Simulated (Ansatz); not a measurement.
# ClOSi: the cost of one run

Method: def2-QZVPP, all electrons in the functionals; program: Ansatz 0.2.0, Gaussian basis.

The runs, in order: PBE, BLYP, r2SCAN, B97M-V, PBE0, B3LYP, at charge 0, quartet; charge 0, doublet; charge 0, sextet; charge 1, triplet; charge 1, quintet.

5 further runs of the same task are left out: 1 that didn't finish, 4 set aside as unsound or not needed. Runs told in other sessions of the task aren't counted.

### 1 The geometry

The geometry is a PBE0/def2-TZVP stationary point (not a proven minimum).

3 atoms, charge 0, spin multiplicity 4.

Atoms are counted from 1 here; the program's logs count them from 0.

Bond lengths: Cl1–Si2 2.047 Å, Si2–O3 1.723 Å. Angles: Cl1–Si2–O3 117.5°.

No dispersion term is added; B97M-V holds VV10 nonlocal correlation. B3LYP takes the VWN-RPA correlation.

The geometry shown and the zero of energy belong to the point charge 0, quartet. The yardstick, UCCSD(T), and other wave-function levels (R restricted, U unrestricted, valence and pair active spaces) come from earlier runs.

### 2 PBE, charge 0, quartet

in.yaml reads:

```yaml
crystal:
  periodic: [false, false, false]
  atoms:
    - {symbol: Cl, position_ang: [0.000000, -0.182593, 1.317915]}
    - {symbol: Si, position_ang: [0.000000, 0.559430, -0.589798]}
    - {symbol: O, position_ang: [0.000000, -0.577421, -1.885025]}
basis:
  gaussian: {orbitals: "def2-QZVPP.json"}
magnetization: {spin_polarized: true, initial_magnetization: 3}
hamiltonian: {xc: {name: PBE}}
output: {orbitals: {seedname: orbitals}}
```

Run with:

```bash
> ansatz run in.yaml --threads 1 --pin off --events-out ev --progress --plain --max-ram 2393MiB
```

What time and memory should one allow on 1 thread of Arm Neoverse V2, shared host?

About 28 s, with a peak of 0.45 GiB.
